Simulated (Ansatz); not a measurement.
**SiHS (quartet): from Hartree-Fock to the top rungs, cc-pVTZ**

How much of the correlation energy of SiHS (quartet) does each wave-function method recover here?

The runs use Ansatz 0.2.0, Gaussian basis; cc-pVTZ, core rule «outside noble gas», up to 10 orbitals frozen.

The runs, in order: UHF; CCSD(T) on ROHF; CCSD(T) on UHF; BCCD(T) on ROHF; CCSDT(Q) on ROHF; CCSDT(Q) on UHF; CASSCF and MRCISD+Q, 11 electrons in 9 orbitals; CASSCF and NEVPT4(SD), 11 electrons in 9 orbitals; CASSCF and NEVPT2, 11 electrons in 9 orbitals.

7 further runs of the same task are left out: 4 for a known fault of the program, 3 set aside as unsound or not needed.

## 1. The system

The geometry is a PBE0/def2-TZVP stationary point (not a proven minimum).

3 atoms, charge 0, spin multiplicity 4.

Atoms are counted from 1 here; the program's logs count them from 0.

Bond lengths: Si1–S2 2.172 Å, Si1–H3 1.496 Å. Angles: S2–Si1–H3 117.1°.

## 2. UHF

Contents of in.yaml:

```yaml
crystal:
  periodic: [false, false, false]
  atoms:
    - {symbol: Si, position_ang: [0.000000, -0.094141, 1.124038]}
    - {symbol: S, position_ang: [0.000000, 0.044996, -1.043902]}
    - {symbol: H, position_ang: [0.000000, 1.191747, 1.888549]}
basis:
  gaussian: {orbitals: cc-pVTZ}
magnetization: {spin_polarized: true, initial_magnetization: 3}
hamiltonian: {xc: hf}
output: {orbitals: {seedname: orbitals}}
```

Started as:

```bash
ansatz run in.yaml --threads 1 --pin off --events-out ev --progress --plain --max-ram 4096MiB --backend cpu
```

The runs that follow: CCSD(T) on ROHF; CCSD(T) on UHF; BCCD(T) on ROHF; CCSDT(Q) on ROHF; CCSDT(Q) on UHF; CASSCF and MRCISD+Q, 11 electrons in 9 orbitals; CASSCF and NEVPT4(SD), 11 electrons in 9 orbitals; CASSCF and NEVPT2, 11 electrons in 9 orbitals.

Q: Predict the results of all the runs planned. Wanted: UCCSDT(Q) below the RHF energy; RMP2 from UCCSDT(Q); UMP2 from UCCSDT(Q); RCCSD from UCCSDT(Q); RCCSD(T) from UCCSDT(Q); UCCSD(T) from UCCSDT(Q); RCCSDT(Q) from UCCSDT(Q); NEVPT2 valence from UCCSDT(Q); NEVPT4(SD) valence from UCCSDT(Q).

The runs gave:

| quantity | value |
| --- | --- |
| UCCSDT(Q) below the RHF energy | -7.4784 eV |
| RMP2 from UCCSDT(Q) | +1328.5 meV |
| UMP2 from UCCSDT(Q) | +1350.9 meV |
| RCCSD from UCCSDT(Q) | +374.7 meV |
| RCCSD(T) from UCCSDT(Q) | +62.7 meV |
| UCCSD(T) from UCCSDT(Q) | +61.8 meV |
| RCCSDT(Q) from UCCSDT(Q) | +3.2 meV |
| NEVPT2 valence from UCCSDT(Q) | +1647.8 meV |
| NEVPT4(SD) valence from UCCSDT(Q) | +271.1 meV |
| MRCISD+Q valence from UCCSDT(Q) | +148.9 meV |
| levels within 1 kcal/mol (43 meV) | RCCSDT, UCCSDT, RCCSDT(Q) |
| T1 diagnostic | 0.030 |
| effectively unpaired electrons | 3.01 |

What this shows: RCCSD(T) misses by +62.7 meV, 0.8 % of the correlation energy. One determinant dominates. Of the multireference levels listed MRCISD+Q valence comes nearest in total energy (+148.9 meV), which doesn't show that its space is the better one. These misses are within one basis, not against nature; the frozen cores of restricted and unrestricted runs differ, which can shift their rows.
